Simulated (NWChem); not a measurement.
**Dipole moment of phosphine (H₃P)**

```
P
H 1 1.4287
H 1 1.4287 2 92.92
H 1 1.4287 2 92.92 3 -93.08
```
Charge 0, spin multiplicity 1.

Everything below was run with NWChem. All single points use one geometry, from PBE0/def2-SVP, a minimum by its harmonic frequencies.

Basis set: Sadlej pVTZ. The CCSD dipole comes from the Λ equations, without orbital relaxation.

The correlated methods keep 5 core orbitals frozen. B3LYP has NWChem's definition, with VWN1-RPA local correlation. No row is a measurement; the coupled-cluster row has its own basis-set and correlation limits.

Question: For the dipole moment, B3LYP gives 0.60 D and HF gives 0.69 D. What do PBE, CCSD give?

Answer: PBE: 0.64 D; CCSD: 0.58 D.
